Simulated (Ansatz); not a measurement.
A structure relaxed at r2SCAN-D4/def2-TZVP in Ansatz, charge 0, singlet:

```xyz
9

Mg   -0.5131    1.4545    0.4206
Mg   -1.0704   -0.5981   -1.1053
Mg    1.3858   -0.2961    0.8467
H     0.8972    1.5247    1.4860
H    -1.5590   -1.8523   -2.1461
H    -1.8545    1.1865   -0.7009
H     2.6826   -1.3307    1.2248
H     0.6380    0.4232   -0.8684
H    -0.6066   -0.5116    0.8425
```

Q: Give its formula and point group.

A: Mg₃H₆ (the lowest singlet isomer of a short search). Point group C2v (tolerance 0.1 Å).

Q: Summarise the bond lengths by kind (pairs closer than 1.2 times the sum of covalent radii, bridged metal pairs left out).

A: 12 × H–Mg 1.70 to 2.01 Å.

The structure comes from a short search, and lower isomers may exist.
